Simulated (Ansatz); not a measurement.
in.yaml

```yaml
crystal:
  periodic: [false, false, false]
  atoms:
    - {symbol: Si, position_ang: [-0.011673, -0.002794, 0.572596]}
    - {symbol: N, position_ang: [0.053523, -0.002794, -1.146538]}
    - {symbol: H, position_ang: [0.683947, -1.223479, 1.055816]}
    - {symbol: H, position_ang: [0.683945, 1.217891, 1.055816]}
    - {symbol: H, position_ang: [-1.378855, -0.002795, 1.175237]}
    - {symbol: H, position_ang: [-0.394203, -0.743564, -1.661774]}
    - {symbol: H, position_ang: [-0.013368, 0.868642, -1.647331]}
basis:
  gaussian: {orbitals: def2-SVP}
magnetization: {spin_polarized: false}
correlation: {method: CCSDT(Q), electrons: outside_noble_gas, diis_vectors: 12}
accuracy: high
output: {forces: true}
```

```sh
$ ansatz run in.yaml --threads 1 --pin off --events-out ev --progress --plain --max-ram 2393MiB
```

What does the program do with this input?

Refused. The input was made wrong on purpose (a method name that the input doesn't accept), so the run isn't a sound calculation of what was asked.
```
Error: YAML parse error: error: line 14 column 23: unknown variant `CCSDT(Q)`, expected one of mp2, rpa, ccsd, ccsd_t, bccd, bccd_t, ccsdt, ccsdt_q, ccsdt_q_b, ccsdtq, fci, sc_nevpt2, fic_nevpt4_sd, fic_mrcisd_q, fic_mrcisd_q_relaxed
  --> <input>:14:23
   |
12 |   gaussian: {orbitals: def2-SVP}
13 | magnetization: {spin_polarized: false}
14 | correlation: {method: CCSDT(Q), electrons: outside_noble_gas, diis_vectors: 12}
   |                       ^ unknown variant `CCSDT(Q)`, expected one of mp2, rpa, ccsd, ccsd_t, bccd, bccd_t, ccsdt, ccsdt_q, ccsdt_q_b, ccsdtq, fci, sc_nevpt2, fic_nevpt4_sd, fic_mrcisd_q, fic_mrcisd_q_relaxed
15 | accuracy: high
16 | output: {forces: true}
   |
```
